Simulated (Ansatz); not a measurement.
## hcp against fcc along the alkaline-earth metals

Theory: DFT, BLYP, plane waves (420 eV) with PAW, scalar-relativistic in Ansatz 0.2.0. The PAW files were generated under PBE, with cores re-solved for the functional.

Each structure is relaxed within its symmetry, in the lowest magnetic state of the tried starts. Differences under about 8 meV lie within the error of the k-point mesh.

```
element  E(hcp) − E(fcc) (meV/atom)  V(hcp) (Å³/atom)  V(fcc) (Å³/atom)       state of hcp       state of fcc
     Be                         -89              7.93              7.89  spin not included  spin not included
     Mg                         -11             23.42             23.72  spin not included  spin not included
     Ca                           4             42.87             42.55  spin not included  spin not included
     Sr                           3             56.75             56.32  spin not included  spin not included
     Ba                          -1             66.85             67.18  spin not included  spin not included
```
